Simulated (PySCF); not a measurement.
# HCl: frontier orbitals

r²SCAN at R = 1.293 Å; H jorge-DZP-DKH, Cl jorge-DZP-DKH; spin-free X2C with a Gaussian nucleus (PySCF 2.14). State: ¹Σ⁺ (singlet), closed shell. Only the outer orbitals are listed, counted within each symmetry.

| orbital | occ. | ε (eV) | on H (%) | main shells (%) |
| --- | --- | --- | --- | --- |
| 4σ | 2 | -22.06 | 11 | 87 Cl s, 11 H s |
| 5σ | 2 | -12.09 | 28 | 62 Cl p, 27 H s, 9 Cl s |
| 2π | 2 | -8.24 | 1 | 99 Cl p |
| 2π | 2 | -8.24 | 1 | 99 Cl p |
| 6σ | 0 | -0.06 | 79 | 77 H s, 20 Cl p |
| 7σ | 0 | 8.17 | 65 | 65 H s, 22 Cl d, 14 Cl p |
| 3π | 0 | 11.10 | 0 | 100 Cl p |

Which are the highest filled and the lowest empty level, where do they sit, and how wide is the gap?

Highest filled 2π at -8.24 eV (in %: 99 Cl p); lowest empty 6σ at -0.06 eV (in %: 77 H s, 20 Cl p); the gap at r²SCAN is 8.18 eV.

The bond order (Mayer) is 0.99 and the ⟨S²⟩ is 0.000. The charge on H (Mulliken, basis-dependent) is 0.20 and the charge on H (Löwdin, basis-dependent) is 0.08. The dipole moment (positive dipole means H(−)Cl(+)) is -1.43 D.
